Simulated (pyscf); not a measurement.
Optimised with ωB97X-D3(BJ)/def2-SVP in PySCF.

Task: Estimate the classical barrier height and the reaction energy of GeH₂ [singlet] + H₂O → HO–GeH₃ at HF/def2-TZVP. The step runs on the singlet surface, breaks H–O and forms Ge–O, Ge–H; take the separated reactants as zero.

Result: ΔE‡ = 37.8 kcal/mol, ΔE = -43.3 kcal/mol. CCSD(T)/def2-TZVPP + ΔMP2(QZVPP) gives 17.4 kcal/mol and -44.9 kcal/mol. Zero-point energy shifts the barrier by +0.8 kcal/mol. It is an insertion, with an imaginary mode of 1548i cm⁻¹. On the reactant side the descent ends in an adduct with a Ge–O contact, 16.6 kcal/mol under the separated species and 33.0 kcal/mol under the saddle at ωB97X-D3(BJ)/def2-TZVP. What is counted as formed (Ge–O) is already present as a longer contact in the reactant adduct; forming that adduct is a step of its own. The same reactants have a lower exit, to HO–GeH: [singlet] + H₂ (barrier +8.4 kcal/mol at ωB97M-D3(BJ), against +19.0 kcal/mol here). This is the saddle that the search found; another between the same sides may lie lower. The CCSD(T) − MP2 part came from Ansatz, without density fitting, on the same reference. The frozen core leaves the outer d or s,p core shells of the metals and heavy elements correlated in the MP2 and CC values, and def2-TZVPP describes them poorly, which can shift differences by a few kcal/mol. Elements up to Kr have no core potential and no relativistic terms here.
